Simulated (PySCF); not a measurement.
An unknown gives this computed stick spectrum. Computed with TDDFT wB97X-D/def2-SVPD, vertical, gas phase, core orbitals frozen in the response (PySCF 2.14.0, density-fitted response routines). Geometries: PBE0-D3(BJ)/def2-SVP, one conformer each.

| state | ν̃ (cm⁻¹) | f | main configurations (H = HOMO, L = LUMO) |
| --- | --- | --- | --- |
| S1 | 40880 | 0.0002 | H→L (97%) |
| S2 | 50120 | 0.0030 | H→L+1 (86%) |
| S3 | 54440 | 0.016 | H→L+2 (83%), H→L+1 (10%) |
| S4 | 57340 | 0.043 | H→L+3 (65%), H-2→L (16%), H-1→L (10%) |
| S5 | 59960 | 0.056 | H-1→L (65%), H-1→L+2 (15%) |
| S6 | 64480 | 0.117 | H-2→L (66%), H→L+3 (11%), H-2→L+1 (9%) |
| S7 | 66310 | 0.076 | H-1→L+3 (89%) |
| S8 | 66730 | 0.066 | H-1→L+1 (43%), H-1→L+2 (20%), H-1→L (14%) |
| S9 | 67780 | 0.0072 | H-2→L+3 (79%) |
| S10 | 69190 | 0.0032 | H→L+4 (59%), H→L+5 (18%) |

Triplets computed (Tamm–Dancoff): 4.51, 5.47, 5.66, 5.96 eV.

**Question.** Which structure fits? All have the formula CHNS.
A. `N#CS` (thiocyanic acid)
B. `[C-]#[N+]S` (isothiofulminic acid)
C. `N=C=S` (isothiocyanic acid)

**Answer.** B. Its S1 lies at 5.07 eV; the nearest of the others has S1 at 5.53 eV. S1 is HOMO→LUMO (97%). Löwdin shares by element: HOMO sulfur 62%, nitrogen 22%, carbon 12%, hydrogen 5%; LUMO sulfur 60%, nitrogen 17%, hydrogen 13%, carbon 11%. At the same level the other candidates give, for their lowest levels:
- `N#CS`: 5.53 eV (f 0.000); 6.76 eV (f 0.006); 6.93 eV (f 0.010); 7.20 eV (f 0.015); 8.15 eV (f 0.001); T1 5.17 eV; HOMO -10.20, LUMO 0.75 eV
- `N=C=S`: 4.56 eV (f 0.000); 5.32 eV (f 0.007); 5.83 eV (f 0.001); 7.07 eV (f 0.025); 7.41 eV (f 0.025); T1 4.28 eV; HOMO -9.45, LUMO 0.55 eV
